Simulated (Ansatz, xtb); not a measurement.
Two isomers of C3H5

Structure X: `C=[C]C`, a doublet. Structure Y: `[CH2]C=C`, a doublet. Both are isolated molecules in the gas phase, relaxed with BLYP-D3(BJ)/def2-SVP; the shapes shown needn't be the lowest conformers.

X (Å):

```yaml
atoms:
  - { symbol: C, position_ang: [0.3242, -0.8821, -0.2366] }
  - { symbol: C, position_ang: [1.3726, -0.3229, 0.3443] }
  - { symbol: C, position_ang: [1.7647, 0.8756, 1.1069] }
  - { symbol: H, position_ang: [0.3783, -1.8541, -0.7578] }
  - { symbol: H, position_ang: [-0.6761, -0.3936, -0.2266] }
  - { symbol: H, position_ang: [2.5587, 1.4511, 0.5844] }
  - { symbol: H, position_ang: [2.1621, 0.6103, 2.1101] }
  - { symbol: H, position_ang: [0.8961, 1.5635, 1.2601] }
```

Y (Å):

```xyz
8

C     0.3853   -0.7999    0.0981
C     1.0862    0.0161    0.9883
C     1.7809    1.1777    0.6451
H    -0.1404   -1.7025    0.4400
H     0.3403   -0.5596   -0.9757
H     1.0916   -0.2819    2.0520
H     2.3122    1.7726    1.4012
H     1.8151    1.5303   -0.3977
```

**Question.** Estimate E(Y) − E(X) at the level CCSD(T)/def2-SVP.

**Answer.** Calculated at CCSD(T)/def2-SVP: E(Y) − E(X) = −82.4 kJ/mol, so structure Y lies lower.

Level by level:

```json
{"level": "GFN2-xTB", "geometry": "GFN2-xTB", "E(Y) − E(X) (kJ/mol)": "−78.6", "departure from the last row (kJ/mol)": "+3.8", "job, with rough time for the two": "optimisation, 0.071 s"}
{"level": "HF/STO-3G", "geometry": "GFN2-xTB", "E(Y) − E(X) (kJ/mol)": "−86.6", "departure from the last row (kJ/mol)": "−4.2", "job, with rough time for the two": "single point, 0.18 s"}
{"level": "r2SCAN-D4/def2-SVP", "geometry": "GFN2-xTB", "E(Y) − E(X) (kJ/mol)": "−86.0", "departure from the last row (kJ/mol)": "−3.6", "job, with rough time for the two": "single point, 5.2 s"}
{"level": "BLYP-D3(BJ)/def2-SVP", "geometry": "BLYP-D3(BJ)/def2-SVP", "E(Y) − E(X) (kJ/mol)": "−86.4", "departure from the last row (kJ/mol)": "−3.9", "job, with rough time for the two": "optimisation, 31 s"}
{"level": "HF/def2-SVP", "geometry": "BLYP-D3(BJ)/def2-SVP", "E(Y) − E(X) (kJ/mol)": "−93.0", "departure from the last row (kJ/mol)": "−10.6", "job, with rough time for the two": "part of the CCSD(T) run"}
{"level": "MP2/def2-SVP", "geometry": "BLYP-D3(BJ)/def2-SVP", "E(Y) − E(X) (kJ/mol)": "−83.9", "departure from the last row (kJ/mol)": "−1.5", "job, with rough time for the two": "part of the CCSD(T) run"}
{"level": "CCSD(T)/def2-SVP", "geometry": "BLYP-D3(BJ)/def2-SVP", "E(Y) − E(X) (kJ/mol)": "−82.4", "departure from the last row (kJ/mol)": "", "job, with rough time for the two": "single point, 13 s"}
```

As drawn, both hold the same kinds of bond in the same numbers. Structure X has 1 methyl group, Y 0.

None of the levels shown reverses the order. The largest departure from CCSD(T)/def2-SVP is that of HF/def2-SVP, 10.6 kJ/mol. MP2 in a larger basis moves the difference by −0.5 kJ/mol, a step that isn't added because spin contamination makes open-shell MP2 unreliable in this search.

With harmonic frequencies from BLYP-D3(BJ)/def2-SVP (ideal gas, rigid rotor, one conformer each, 600 K, 1 atm): the zero-point term adds +3.2 kJ/mol; ΔH is −80.6 and ΔG −71.6 kJ/mol.

Open shells are spin-unrestricted, with notable spin contamination under HF/STO-3G, HF/def2-SVP, MP2/def2-SVP, CCSD(T)/def2-SVP. The correlated steps freeze 3 core orbitals. Programs: Ansatz 0.2.0, xtb 6.7.1; the last row on 1 thread of Arm Neoverse V2 on a shared host.
